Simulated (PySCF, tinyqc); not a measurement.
Worked calculation: RKS/B3LYP (VWN-RPA form) in the sto-3g basis, for CH2, spin multiplicity 1. The lowest restricted solution is unstable here: a spin-polarised one lies 0.0212 hartree lower (PySCF). One step of it, computed by the program tinyqc.

Problem. Iteration 1: building the Kohn-Sham matrix. J_ij = sum D_kl (ij|kl), K_ij = sum D_kl (ik|jl); F = H + J - 0.1 K + V_xc; E = tr D H + tr D J / 2 - 0.05 tr D K + E_xc + E_nn.

D at the start, lower triangle:
```
            1C 1s      1C 2s    1C 2px     1C 2py    1C 2pz     2H 1s     3H 1s
1C 1s    2.064901
1C 2s   -0.260514   1.154078
1C 2px   0.000000   0.000000  0.000000
1C 2py  -0.001567   0.005907  0.000000   1.219068
1C 2pz   0.115099  -0.399261  0.000000   0.002242  1.840666
2H 1s   -0.158238   0.394824  0.000000   0.399376  0.125627  0.307199
3H 1s   -0.159960   0.397631  0.000000  -0.397810  0.126561  0.049075  0.312307
```

core Hamiltonian H = T + V (hartree), lower triangle:
```
             1C 1s      1C 2s     1C 2px     1C 2py     1C 2pz      2H 1s      3H 1s
1C 1s   -18.582646
1C 2s    -4.482031  -5.529451
1C 2px    0.000000   0.000000  -4.422149
1C 2py    0.000166   0.001530   0.000000  -4.555674
1C 2pz   -0.012203  -0.134026   0.000000   0.000720  -4.467579
2H 1s    -0.708136  -1.788801   0.000000  -1.367015  -0.821572  -3.134001
3H 1s    -0.724944  -1.817759   0.000000   1.384526  -0.832290  -0.367194  -3.152475
```

Two-electron integrals (ij|kl) in chemists' order, unique and non-zero (hartree):
```
(11|11) 3.541948    (21|11) 0.576921    (21|21) 0.111888    (22|11) 0.854682
(22|21) 0.205284    (22|22) 0.624709    (31|31) 0.020296    (32|31) 0.030858
(32|32) 0.137996    (33|11) 0.852436    (33|21) 0.205335    (33|22) 0.624568
(33|33) 0.672833    (41|41) 0.020296    (42|41) 0.030858    (42|42) 0.137996
(43|43) 0.036269    (44|11) 0.852436    (44|21) 0.205335    (44|22) 0.624568
(44|33) 0.600295    (44|44) 0.672833    (51|51) 0.020296    (52|51) 0.030858
(52|52) 0.137996    (53|53) 0.036269    (54|54) 0.036269    (55|11) 0.852436
(55|21) 0.205335    (55|22) 0.624568    (55|33) 0.600295    (55|44) 0.600295
(55|55) 0.672833    (61|11) 0.090520    (61|21) 0.017463    (61|22) 0.032030
(61|33) 0.031923    (61|41) 0.000896    (61|42) 0.001687    (61|44) 0.032170
(61|51) 0.000523    (61|52) 0.000984    (61|54) 0.000144    (61|55) 0.032007
(61|61) 0.002784    (62|11) 0.239321    (62|21) 0.058360    (62|22) 0.198282
(62|33) 0.193336    (62|41) 0.004775    (62|42) 0.034415    (62|44) 0.204264
(62|51) 0.002785    (62|52) 0.020070    (62|54) 0.006373    (62|55) 0.197052
(62|61) 0.009512    (62|62) 0.086096    (63|31) 0.005641    (63|32) 0.030633
(63|43) 0.006534    (63|53) 0.003811    (63|63) 0.009947    (64|11) 0.183955
(64|21) 0.045405    (64|22) 0.163578    (64|33) 0.155449    (64|41) 0.008837
(64|42) 0.056659    (64|44) 0.176825    (64|51) 0.001864    (64|52) 0.015178
(64|54) 0.008655    (64|55) 0.158275    (64|61) 0.007707    (64|62) 0.084218
(64|64) 0.090830    (65|11) 0.107280    (65|21) 0.026480    (65|22) 0.095396
(65|33) 0.090656    (65|41) 0.001864    (65|42) 0.015178    (65|44) 0.095500
(65|51) 0.006728    (65|52) 0.039485    (65|54) 0.009359    (65|55) 0.099925
(65|61) 0.004495    (65|62) 0.049115    (65|64) 0.047170    (65|65) 0.037456
(66|11) 0.404693    (66|21) 0.100323    (66|22) 0.389232    (66|33) 0.369273
(66|41) 0.009621    (66|42) 0.095132    (66|44) 0.413556    (66|51) 0.005611
(66|52) 0.055479    (66|54) 0.025825    (66|55) 0.384334    (66|61) 0.016525
(66|62) 0.221426    (66|64) 0.238318    (66|65) 0.138983    (66|66) 0.774606
(71|11) 0.092679    (71|21) 0.017879    (71|22) 0.032791    (71|33) 0.032682
(71|41) -0.000920   (71|42) -0.001730   (71|44) 0.032935    (71|51) 0.000537
(71|52) 0.001009    (71|54) -0.000148   (71|55) 0.032768    (71|61) 0.002763
(71|62) 0.009139    (71|64) 0.006816    (71|65) 0.004330    (71|66) 0.015657
(71|71) 0.002918    (72|11) 0.243450    (72|21) 0.059359    (72|22) 0.201481
(72|33) 0.196465    (72|41) -0.004860   (72|42) -0.034916   (72|44) 0.207544
(72|51) 0.002835    (72|52) 0.020370    (72|54) -0.006464   (72|55) 0.200236
(72|61) 0.009080    (72|62) 0.059867    (72|64) 0.042848    (72|65) 0.033218
(72|66) 0.117396    (72|71) 0.009905    (72|72) 0.088621    (73|31) 0.005757
(73|32) 0.031206    (73|43) -0.006643   (73|53) 0.003875    (73|63) 0.006403
(73|73) 0.010283    (74|11) -0.186569   (74|21) -0.046047   (74|22) -0.165727
(74|33) -0.157481   (74|41) 0.009004    (74|42) 0.057559    (74|44) -0.179172
(74|51) -0.001894   (74|52) -0.015375   (74|54) 0.008779    (74|55) -0.160342
(74|61) -0.006751   (74|62) -0.042667   (74|64) -0.025173   (74|65) -0.023281
(74|66) -0.079668   (74|71) -0.008006   (74|72) -0.086444   (74|74) 0.093070
(75|11) 0.108846    (75|21) 0.026864    (75|22) 0.096686    (75|33) 0.091876
(75|41) -0.001894   (75|42) -0.015375   (75|44) 0.096779    (75|51) 0.006863
(75|52) 0.040175    (75|54) -0.009504   (75|55) 0.101296    (75|61) 0.004292
(75|62) 0.033157    (75|64) 0.023327    (75|65) 0.024424    (75|66) 0.068538
(75|71) 0.004671    (75|72) 0.050432    (75|74) -0.048299   (75|75) 0.038461
(76|11) 0.045262    (76|21) 0.011080    (76|22) 0.039076    (76|33) 0.038030
(76|41) 2.14e-06    (76|42) 0.000026    (76|44) 0.039226    (76|51) 0.000882
(76|52) 0.006819    (76|54) 0.000006    (76|55) 0.039931    (76|61) 0.001762
(76|62) 0.014995    (76|64) 0.012834    (76|65) 0.009414    (76|66) 0.035849
(76|71) 0.001804    (76|72) 0.015187    (76|74) -0.012940   (76|75) 0.009516
(76|76) 0.003285    (77|11) 0.407758    (77|21) 0.101075    (77|22) 0.391685
(77|33) 0.371529    (77|41) -0.009749   (77|42) -0.095978   (77|44) 0.416243
(77|51) 0.005687    (77|52) 0.055994    (77|54) -0.026087   (77|55) 0.386748
(77|61) 0.015407    (77|62) 0.116204    (77|64) 0.079156    (77|65) 0.067992
(77|66) 0.237280    (77|71) 0.017051    (77|72) 0.225128    (77|74) -0.241678
(77|75) 0.140997    (77|76) 0.035849    (77|77) 0.774606
```

nuclear repulsion = 5.16378087 hartree

V_xc (hartree), lower triangle:
```
            1C 1s      1C 2s     1C 2px     1C 2py     1C 2pz      2H 1s      3H 1s
1C 1s   -1.854001
1C 2s   -0.266080  -0.460908
1C 2px   0.000000   0.000000  -0.399978
1C 2py  -0.000021  -0.000028   0.000000  -0.484139
1C 2pz   0.001658   0.006275   0.000000   0.000054  -0.488478
2H 1s   -0.042130  -0.149308   0.000000  -0.129060  -0.074470  -0.338108
3H 1s   -0.043131  -0.151849   0.000000   0.130939  -0.075595  -0.028290  -0.340248
```

E_xc = sum of w rho eps_xc = -4.98815508 hartree

Give: Coulomb J; exchange K; Kohn-Sham matrix F; total energy of this density.

Solution.

Coulomb J (hartree), lower triangle:
```
          1C 1s    1C 2s  1C 2px   1C 2py  1C 2pz   2H 1s   3H 1s
1C 1s   11.5381
1C 2s    2.2300   5.1427
1C 2px   0.0000   0.0000  5.0278
1C 2py   0.0000  -0.0004  0.0000   5.1980
1C 2pz  -0.0058   0.0080  0.0000  -0.0003  5.1860
2H 1s    0.3490   1.6267  0.0000   1.3463  0.7874  3.2819
3H 1s    0.3573   1.6535  0.0000  -1.3647  0.7984  0.3195  3.3031
```

exchange K (hartree), lower triangle:
```
          1C 1s    1C 2s  1C 2px   1C 2py  1C 2pz   2H 1s   3H 1s
1C 1s    7.1779
1C 2s    1.2738   1.6721
1C 2px   0.0000   0.0000  0.3608
1C 2py  -0.0001   0.0003  0.0000   1.4996
1C 2pz   0.0083  -0.0830  0.0000  -0.0002  1.6183
2H 1s    0.2031   0.6998  0.0000   0.5862  0.3135  0.8838
3H 1s    0.2080   0.7093  0.0000  -0.5918  0.3174  0.1584  0.8985
```

Kohn-Sham matrix F (hartree), lower triangle:
```
          1C 1s    1C 2s  1C 2px   1C 2py   1C 2pz    2H 1s    3H 1s
1C 1s   -9.6164
1C 2s   -2.6454  -1.0149
1C 2px   0.0000   0.0000  0.1696
1C 2py   0.0002   0.0011  0.0000   0.0082
1C 2pz  -0.0172  -0.1115  0.0000   0.0005   0.0681
2H 1s   -0.4215  -0.3813  0.0000  -0.2084  -0.1400  -0.2786
3H 1s   -0.4315  -0.3870  0.0000   0.2099  -0.1412  -0.0918  -0.2795
```

total energy of this density = -38.351377 hartree
